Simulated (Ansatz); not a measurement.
**AlSiH₄ (doublet): the correlation ladder at distance Al1–H4 along a hydrogen transfer = 1.816 Å, cc-pVDZ**

Aim: climb from Hartree-Fock through coupled cluster and multireference methods for AlSiH₄ (doublet) at one geometry and basis, and see what each rung misses.

Program: Ansatz 0.2.0, Gaussian basis. Level of theory: cc-pVDZ, core rule «outside noble gas», up to 10 orbitals frozen. These are calculated values, not measurements.

To be run: UHF; CCSD(T) on ROHF; CCSD(T) on UHF; BCCD(T) on ROHF; CISD; CCSDT(Q) on ROHF; CCSDT(Q) on UHF; CASSCF and MRCISD+Q, 3 electrons in 3 orbitals; CASSCF and NEVPT2, 3 electrons in 3 orbitals; CASSCF and NEVPT2, 9 electrons in 9 orbitals.

7 further runs of the same task are left out: 7 that didn't finish.

## (1) The system

The geometry derives from fragments relaxed apart (PBE0/def2-TZVP) and kept rigid, so it is no stationary point. A hydrogen atom is moved between rigid fragments.

6 atoms, charge 0, spin multiplicity 2.

Atoms are counted from 1 here; the program's logs count them from 0.

Bond lengths: Al1–H2 1.586 Å, Al1–H3 1.586 Å, Al1–H4 1.816 Å, Si5–H6 1.532 Å. Angles: H2–Al1–H3 120.0°, H2–Al1–H4 120.0°, H3–Al1–H4 120.0°.

## (2) UHF

Contents of in.yaml:

```yaml
crystal:
  periodic: [false, false, false]
  atoms:
    - {symbol: Al, position_ang: [-1.896137, 0.025233, 0.000000]}
    - {symbol: H, position_ang: [-2.689061, 1.398618, 0.000000]}
    - {symbol: H, position_ang: [-2.689061, -1.348151, 0.000000]}
    - {symbol: H, position_ang: [-0.080137, 0.025233, 0.000000]}
    - {symbol: Si, position_ang: [1.933863, 0.025233, 0.000000]}
    - {symbol: H, position_ang: [2.330297, -1.454280, 0.000000]}
basis:
  gaussian: {orbitals: cc-pVDZ}
magnetization: {spin_polarized: true, initial_magnetization: 1}
hamiltonian: {xc: hf}
output: {orbitals: {seedname: orbitals}}
```

Launch:

```sh
$ ansatz run in.yaml --threads 1 --pin off --events-out ev --progress --plain --max-ram 2393MiB
```

The runs that follow: CCSD(T) on ROHF; CCSD(T) on UHF; BCCD(T) on ROHF; CISD; CCSDT(Q) on ROHF; CCSDT(Q) on UHF; CASSCF and MRCISD+Q, 3 electrons in 3 orbitals; CASSCF and NEVPT2, 3 electrons in 3 orbitals; CASSCF and NEVPT2, 9 electrons in 9 orbitals.

**Question.** What will the summary of the whole plan be? Wanted: UCCSDT(Q) below the RHF energy; RMP2 from UCCSDT(Q); UMP2 from UCCSDT(Q); RCCSD from UCCSDT(Q); RCCSD(T) from UCCSDT(Q); UCCSD(T) from UCCSDT(Q); RCCSDT(Q) from UCCSDT(Q); NEVPT2 pair from UCCSDT(Q); NEVPT2 frontier from UCCSDT(Q).

As calculated:

| quantity | value |
| --- | --- |
| UCCSDT(Q) below the RHF energy | -5.6043 eV |
| RMP2 from UCCSDT(Q) | +1410.3 meV |
| UMP2 from UCCSDT(Q) | +1428.5 meV |
| RCCSD from UCCSDT(Q) | +153.4 meV |
| RCCSD(T) from UCCSDT(Q) | +38.7 meV |
| UCCSD(T) from UCCSDT(Q) | +38.8 meV |
| RCCSDT(Q) from UCCSDT(Q) | +0.3 meV |
| NEVPT2 pair from UCCSDT(Q) | +1416.6 meV |
| NEVPT2 frontier from UCCSDT(Q) | +1230.8 meV |
| levels within 1 kcal/mol (43 meV) | RCCSD(T), UCCSD(T), BCCD(T), RCCSDT, UCCSDT, RCCSDT(Q) |
| T1 diagnostic | 0.019 |

**Reading.** RCCSD(T) misses by +38.7 meV, 0.7 % of the correlation energy. Of the multireference levels listed NEVPT2 frontier comes nearest in total energy (+1230.8 meV), which doesn't show that its space is the better one. These misses are within one basis, not against nature; the frozen cores of restricted and unrestricted runs differ, which can shift their rows.
